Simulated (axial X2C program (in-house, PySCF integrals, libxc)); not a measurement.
## PF⁻: properties at the nuclei

Computed with an axial X2C code built on PySCF integrals: two-component X2C with atomic mean-field Coulomb and Gaunt terms, Gaussian nuclei, basis P dyall-av3z, F dyall-av3z with contracted cores.

R = 1.699 Å (near the PBE0 minimum at charge -1 of the determinant lowest at the starting distance; the state shown can have its own minimum elsewhere).

Determinant lowest in the PBE0 search, Ω = 3/2 (⟨Sz⟩ = 0.50, ⟨Lz⟩ = 1.00 at PBE0), spin on the atoms P 0.50, F 0.00:

```csv
level,Eeff magnitude (GV/cm),Ws magnitude P (kHz),A∥/gI P (MHz),qzz P (a.u.),A∥/gI F (MHz),qzz F (a.u.)
PBE0,0.0195,0.00509,123,2.13,34.7,1.86
HF,0.0511,0.0135,136,2.26,35.3,1.86
PBE,0.0129,0.00332,116,2.05,35.5,1.82
BP86,0.0123,0.0032,120,2.06,34.9,1.81
LDA,0.00636,0.0014,126,2.11,33.6,1.80
```

Determinant 0.03 eV from it at PBE0 and this distance, Ω = 1/2 (⟨Sz⟩ = -0.50, ⟨Lz⟩ = 1.00 at PBE0), spin on the atoms P -0.50, F 0.00:

| level | Eeff magnitude (GV/cm) | Ws magnitude P (kHz) | A∥/gI P (MHz) | qzz P (a.u.) | A∥/gI F (MHz) | qzz F (a.u.) |
| --- | --- | --- | --- | --- | --- | --- |
| PBE0 | 0.0175 | 0.0138 | 666 | 2.12 | 131 | 1.86 |
| HF | 0.047 | 0.0375 | 545 | 2.25 | 65.5 | 1.86 |
| PBE | 0.0111 | 0.00865 | 659 | 2.04 | 155 | 1.83 |
| BP86 | 0.0106 | 0.00831 | 651 | 2.05 | 156 | 1.82 |
| LDA | 0.00429 | 0.00268 | 670 | 2.09 | 170 | 1.80 |

Eeff is the effective electric field on the electron electric dipole moment in this Ω state and Ws the scalar–pseudoscalar constant of the nucleus named (defined with the proton number Z and per Ω); A∥ (defined per Ω) follows by multiplying with gI = μI/(I μN); qzz is the electric field gradient, eQq0 = 234.96 MHz × Q/barn × qzz. The operators were transformed with the bare-nucleus X2C matrices; with these basis sets, hyperfine constants and field gradients can be off by tens of per cent, and where levels differ in sign neither size nor sign is settled.

Task: With gI(31P) = 2.2632, gI(19F) = 5.2577 (g factors from the IAEA table of nuclear moments by Stone), turn the PBE0 values of the first state into constants in MHz.

Result: A∥(31P) = 123 × 2.2632 = 278 MHz; A∥(19F) = 34.7 × 5.2577 = 182 MHz.

Each state is one determinant with collinear spin. Unrestricted Hartree–Fock can overshoot spin polarisation at the nuclei. For an anion, determinants above electron detachment, or with a positive highest level, are held by the basis set. Where Eeff spreads by more than a factor of two the levels disagree and none is to be relied on. The search compared states at one distance, so a state with another bond length can lie lower. Further determinants of the search, some of them spin-mixed, are not shown. PBE0 term energies can be off by some tenths of an eV.
